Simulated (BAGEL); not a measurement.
# CH7BN− (SMILES C[BH2-]N): PBE0/6-311+G(d,p) (density fitting with qzvpp-jkfit)

What is the energy change on altering one bond length of CH7BN− at PBE0/6-311+G** (density fitting with qzvpp-jkfit)? 

The results are computed with BAGEL 1.2.2.

1 further run of the same task is left out (set aside as unsound or not needed).

## 1. The molecule

The species is CH7BN− (10 atoms), meant as a singlet with charge -1. As SMILES, `C[BH2-]N`. The coordinates come from a GFN2-xTB relaxation. This is one conformer, not always the lowest.

Bond lengths: C1–B2 1.645 Å, B2–N3 1.568 Å, C1–H4 1.095 Å, C1–H5 1.093 Å, C1–H6 1.095 Å, B2–H7 1.227 Å, B2–H8 1.253 Å, N3–H9 1.019 Å, N3–H10 1.019 Å. Some angles: C1–B2–N3 109.0°, C1–B2–H7 110.9°, C1–B2–H8 109.3°, N3–B2–H7 108.1°, N3–B2–H8 111.1°, B2–C1–H4 111.8°, B2–C1–H5 111.9°, B2–C1–H6 112.3°, B2–N3–H9 108.7°, B2–N3–H10 108.5°.

## 2. The energy at PBE0/6-311+G(d,p) (density fitting with qzvpp-jkfit)

File input.json:

```json
{ "bagel" : [

{
  "title" : "molecule",
  "basis" : "6-311+gss.json",
  "df_basis" : "qzvpp-jkfit",
  "angstrom" : true,
  "geometry" : [
    { "atom" : "C", "xyz" : [   -0.983210,    0.401740,   -0.623940 ] },
    { "atom" : "B", "xyz" : [    0.229940,   -0.561220,   -0.068910 ] },
    { "atom" : "N", "xyz" : [    1.271260,    0.323300,    0.699520 ] },
    { "atom" : "H", "xyz" : [   -1.726550,   -0.168160,   -1.191560 ] },
    { "atom" : "H", "xyz" : [   -0.610350,    1.188480,   -1.284240 ] },
    { "atom" : "H", "xyz" : [   -1.521920,    0.900230,    0.188880 ] },
    { "atom" : "H", "xyz" : [    0.810380,   -1.112940,   -0.999070 ] },
    { "atom" : "H", "xyz" : [   -0.251310,   -1.445020,    0.678370 ] },
    { "atom" : "H", "xyz" : [    1.978550,   -0.285020,    1.108340 ] },
    { "atom" : "H", "xyz" : [    0.803220,    0.758620,    1.492600 ] }
  ]
},
{
  "title" : "ks",
  "xc_func" : "pbe0",
  "charge" : -1
},
{
  "title" : "print",
  "file" : "orbitals.molden",
  "orbitals" : true
}

]}
```

The basis set 6-311+G** is read from a file made from the Basis Set Exchange's data (not shown).

Started as:

```console
BAGEL_NUM_THREADS=1 BAGEL input.json > input.out
```

What it wrote:

```text
* using 1 threads per process

  ===============================================================
  ===============================================================

  *** Geometry ***

  { "atom" : "C", "xyz" : [     -1.857998,      0.759179,     -1.179076 ] },
  { "atom" : "B", "xyz" : [      0.434524,     -1.060552,     -0.130221 ] },
  { "atom" : "N", "xyz" : [      2.402333,      0.610948,      1.321901 ] },
  { "atom" : "H", "xyz" : [     -3.262707,     -0.317776,     -2.251722 ] },
  { "atom" : "H", "xyz" : [     -1.153394,      2.245902,     -2.426862 ] },
  { "atom" : "H", "xyz" : [     -2.876012,      1.701188,      0.356931 ] },
  { "atom" : "H", "xyz" : [      1.531396,     -2.103152,     -1.887969 ] },
  { "atom" : "H", "xyz" : [     -0.474907,     -2.730692,      1.281934 ] },
  { "atom" : "H", "xyz" : [      3.738918,     -0.538610,      2.094459 ] },
  { "atom" : "H", "xyz" : [      1.517866,      1.433584,      2.820605 ] },

  Number of auxiliary basis functions:      353

  Since a DF basis is specified, we compute 2- and 3-index integrals:
    o Being stored without compression. Storage requirement is 0.033 GB

  Number of basis functions:      108
  Number of electrons      :       25

    * METHOD: MOLECULE                             0.14

  *** Kohn-Sham DFT ***

    * Removing 17945 points whose weight is below 1.00e-10
    * Grid points: 131115

  === Nuclear Repulsion ===
    71.9886340069

       - DIIS with orbital gradients will be used.

  === KS iteration (pbe0 / 6-311+gss.json) ===
      0        -87.78980817          0.18720613           0.43
      1        -92.59175635          0.11544176           0.42
      2       -103.86908176          0.17054604           0.42
      3       -117.75367836          0.09978911           0.42
      4       -118.62921291          0.09588443           0.42
      5       -118.80006761          0.09264896           0.42
      6       -119.21740417          0.08634683           0.42
      7       -121.73465245          0.01696867           0.42
      8       -121.82103484          0.00587127           0.42
      9       -121.83218634          0.00068876           0.42
     10       -121.83233013          0.00018303           0.42
     11       -121.83234069          0.00004566           0.42
     12       -121.83234138          0.00001313           0.42
     13       -121.83234144          0.00000514           0.42
     14       -121.83234145          0.00000213           0.42
     15       -121.83234145          0.00000044           0.43
     16       -121.83234145          0.00000026           0.41
     17       -121.83234145          0.00000006           0.41
     18       -121.83234145          0.00000002           0.42
     19       -121.83234145          0.00000000           0.41
    * SCF iteration converged.

    * Permanent dipole moment:
           (    0.233912,    -0.595940,    -0.501234) a.u.

    * METHOD: KS                                   9.10

    * METHOD: PRINT                                0.02

  ===============================================================
```

Wall time 9.6 s (1 thread of Arm Neoverse V2, shared host); peak memory 0.61 GiB.

## 3. The distorted shape, same level

File job.json:

```json
{ "bagel" : [

{
  "title" : "molecule",
  "basis" : "6-311+gss.json",
  "df_basis" : "qzvpp-jkfit",
  "angstrom" : true,
  "geometry" : [
    { "atom" : "C", "xyz" : [      -0.912998,       0.336436,      -0.742912 ] },
    { "atom" : "B", "xyz" : [       0.300152,      -0.626524,      -0.187882 ] },
    { "atom" : "N", "xyz" : [       1.341472,       0.257996,       0.580548 ] },
    { "atom" : "H", "xyz" : [      -1.656338,      -0.233464,      -1.310532 ] },
    { "atom" : "H", "xyz" : [      -0.540138,       1.123176,      -1.403212 ] },
    { "atom" : "H", "xyz" : [      -1.451708,       0.834926,       0.069908 ] },
    { "atom" : "H", "xyz" : [       0.880592,      -1.178244,      -1.118042 ] },
    { "atom" : "H", "xyz" : [      -0.181098,      -1.510324,       0.559398 ] },
    { "atom" : "H", "xyz" : [       2.048762,      -0.350324,       0.989368 ] },
    { "atom" : "H", "xyz" : [       0.803220,       0.758620,       1.492600 ] }
  ]
},

{ "title" : "ks", "xc_func" : "pbe0", "charge" : -1 },

{ "title" : "print", "file" : "orbitals.molden", "orbitals" : true }

]}
```

The basis set 6-311+G** is read from a file made from the Basis Set Exchange's data (not shown).

Started as:

```console
BAGEL_NUM_THREADS=1 BAGEL job.json > job.out
```

What it wrote:

```text
* using 1 threads per process

  ===============================================================
  ===============================================================

  *** Geometry ***

  { "atom" : "C", "xyz" : [     -1.725316,      0.635772,     -1.403900 ] },
  { "atom" : "B", "xyz" : [      0.567205,     -1.183959,     -0.355046 ] },
  { "atom" : "N", "xyz" : [      2.535015,      0.487542,      1.097077 ] },
  { "atom" : "H", "xyz" : [     -3.130025,     -0.441183,     -2.476547 ] },
  { "atom" : "H", "xyz" : [     -1.020713,      2.122495,     -2.651686 ] },
  { "atom" : "H", "xyz" : [     -2.743331,      1.577781,      0.132107 ] },
  { "atom" : "H", "xyz" : [      1.664078,     -2.226558,     -2.112793 ] },
  { "atom" : "H", "xyz" : [     -0.342226,     -2.854099,      1.057109 ] },
  { "atom" : "H", "xyz" : [      3.871599,     -0.662016,      1.869635 ] },
  { "atom" : "H", "xyz" : [      1.517866,      1.433584,      2.820605 ] },

  Number of auxiliary basis functions:      353

  Since a DF basis is specified, we compute 2- and 3-index integrals:
    o Being stored without compression. Storage requirement is 0.033 GB

  Number of basis functions:      108
  Number of electrons      :       25

    * METHOD: MOLECULE                             0.15

  *** Kohn-Sham DFT ***

    * Removing 17733 points whose weight is below 1.00e-10
    * Grid points: 131327

  === Nuclear Repulsion ===
    71.3881521873

       - DIIS with orbital gradients will be used.

  === KS iteration (pbe0 / 6-311+gss.json) ===
      0        -87.51948902          0.18571240           0.42
      1        -92.97931501          0.11324213           0.41
      2       -103.65326560          0.16924934           0.41
      3       -117.57181733          0.10116370           0.41
      4       -118.34602569          0.09912261           0.41
      5       -118.44573499          0.09710219           0.42
      6       -118.60166768          0.09491987           0.42
      7       -121.58309194          0.02604635           0.42
      8       -121.80249314          0.00667590           0.42
      9       -121.81867393          0.00100092           0.42
     10       -121.81899533          0.00018426           0.42
     11       -121.81900688          0.00006139           0.42
     12       -121.81900791          0.00003370           0.41
     13       -121.81900826          0.00000623           0.41
     14       -121.81900828          0.00000133           0.42
     15       -121.81900828          0.00000038           0.42
     16       -121.81900828          0.00000015           0.42
     17       -121.81900828          0.00000005           0.42
     18       -121.81900828          0.00000002           0.42
     19       -121.81900828          0.00000001           0.42
    * SCF iteration converged.

    * Permanent dipole moment:
           (    0.229919,    -0.564881,    -0.443064) a.u.

    * METHOD: KS                                   9.07

    * METHOD: PRINT                                0.02

  ===============================================================
```

Run time: 9.6 s. Hardware: 1 thread of Arm Neoverse V2, shared host; peak memory 0.61 GiB.

## 4. Results

At PBE0/6-311+G** (density fitting with qzvpp-jkfit):

| quantity | value |
| --- | --- |
| first shape: total energy | -121.83234 Eh |
| first shape: HOMO energy | -0.58 eV |
| first shape: LUMO energy | 3.93 eV |
| first shape: HOMO–LUMO gap (to an unbound level, set by the basis) | 4.51 eV |
| distorted shape: total energy | -121.81901 Eh |
| distorted shape: HOMO energy | -0.60 eV |
| distorted shape: LUMO energy | 3.92 eV |
| energy change with the N3–H10 bond stretched from 1.019 to 1.171 Å | 0.363 eV |

What this shows: With the N3–H10 bond stretched from 1.019 to 1.171 Å the energy rises by 0.36 eV (8.4 kcal/mol). The first shape isn't relaxed at this level, so the change isn't measured from a minimum.
